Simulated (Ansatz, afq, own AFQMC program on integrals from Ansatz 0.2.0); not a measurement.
Where AFQMC and coupled cluster stand for AlGe, quartet

```yaml
atoms:
  - { symbol: Ge, position_ang: [0.0000, 0.0000, 0.0000] }
  - { symbol: Al, position_ang: [0.0000, 0.0000, 2.9810] }
```

Basis cc-pVDZ. Noble-gas cores (and the filled d shells of Ga–Kr and In–Xe) are frozen. Integrals, coupled cluster, full CI and functionals: Ansatz 0.2.0; the random walks run on the same integrals in our own AFQMC program. The CISD trial takes its coefficients from CCSD amplitudes. Released means that phaseless walkers are propagated on without the constraint, phases kept. Error bars are statistical, one sigma. No spin–orbit coupling.

Determinant: UHF, the one that the program's search chose, which needn't be the lowest solution. The geometry is a point of a scan.

Full CI on the same integrals is exact in this basis and with this determinant's frozen core.

Cautions: no relativity below Rb; no spin-orbit coupling; inner d shell frozen; lower spins were not checked; raised T1 diagnostic (T1 0.047, weight of the determinant 0.85, largest double 0.07); the released energies are still falling, so no released level is given (meV from the phaseless value at times in 1/Eh: -3 ± 3 at 0.24, -11 ± 3 at 0.51, -17.7 ± 2.3 at 0.99, -21 ± 3 at 1.62, -27 ± 3 at 2.40).

The T1 diagnostic is 0.0467, the weight of the determinant in the CISD state is 0.850 and the ⟨S²⟩ of the determinant is 3.775. The size of the correlated space is 7 electrons in 26 orbitals.

Reference: full CI, correlation energy -3.390 eV.

```
        level  E − E(reference) (meV)  share of correlation (%)
           HF                  3390.4                      0.00
          MP2                  1014.0                     70.09
         CCSD                   192.3                     94.33
      CCSD(T)                    62.1                     98.17
        CCSDT                    12.5                     99.63
     CCSDT(Q)                    -1.8                    100.05
       CCSDTQ                     0.1                    100.00
  ph-AFQMC/HF            118.2 ± 18.0                     96.51
ph-AFQMC/CISD              39.7 ± 3.3                     98.83
```

CCSDT and higher add their correlation energy to the determinant of the CCSD(T) run, since their own runs factorise the integrals more tightly (a shift of under 2 meV). A walk keeps the symmetry of its determinant, which the program's search chose and which needn't be the lowest solution, so a lower state of the same spin and another symmetry isn't excluded.
